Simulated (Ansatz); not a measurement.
A made-up structure of CH3LiN (charge +1), closed shell:

```xyz
6
angstrom
Li -1.8085 -0.1067 -0.8342
C -0.2795 -0.3912 0.0326
N 0.4843 0.4020 0.0624
H -0.0100 -1.3976 0.5976
H 0.4046 1.3837 -0.3996
H 1.2092 0.1097 0.5411
```

It is relaxed with PBE-D4/def2-SVP and then PBE0-D4/def2-TZVP (Ansatz 0.2.0). Atoms count as bonded within 1.22 times the sum of their covalent radii (H–H: 0.88 Å). The end point is not checked to be a true minimum.

Question: Does its bonding change? (Judge from chemistry; the calculation decides.)

Answer: The calculation gives: No: no bond forms or breaks.

Where it ends: The first stage lowers the energy by 3.22 eV in 7 steps. It ends as CH₃LiN ([Li][CH][NH2]), total charge +1:
```
6
angstrom
Li -2.1973 -0.2983 -0.9407
C -0.3621 -0.4019 -0.0030
N 0.6111 0.4344 0.1102
H -0.0963 -1.3277 0.5253
H 0.5731 1.3572 -0.3062
H 1.4716 0.2363 0.6143
```

Labels in which every atom is bracketed show which atoms are joined, not bond orders.

For scale, one of the runs: PBE0-D4/def2-TZVP relaxation, 94 basis functions, launched by `ansatz run in.yaml --threads 2 --pin off --events-out ev --progress --plain --max-ram 4352MiB`. The run took about 4 s on 2 CPU threads of an AMD EPYC 9R45 (shared host).
